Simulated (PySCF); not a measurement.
Process, species as SMILES: P (PH3) + H+ → [PH4+]
B3LYP-D3(BJ)/def2-TZVP geometries, fixed; electronic energies without zero-point terms; positive where energy is released.

Effect of the grid level at B3LYP/def2-SVP with PySCF, against the last row, where the proton affinity is 192.85 kcal/mol.

| setting | grid points, largest species | largest shift of a total energy (mEh) | shift of the proton affinity (kcal/mol) |
|---|---|---|---|
| grids.level: 0 | 4104 | 37.220 | 0.219 |
| grids.level: 1 | 16304 | 0.009 | 0.006 |
| grids.level: 2 | 33416 | -0.001 | 0.001 |
| grids.level: 3 | 58416 | 0.000 | 0.000 |
| grids.level: 4 | 91912 | 0.000 | 0.000 |
| grids.level: 5 | 137752 | 0.000 | 0.000 |
| grids.level: 7 | 287848 | 0.000 | 0.000 |

Within 0.02 kcal/mol in the proton affinity: grids.level: 1; grids.level: 2; grids.level: 3; grids.level: 4; grids.level: 5. The largest shift is 37.220 mEh in a total energy and 0.219 kcal/mol in the difference.
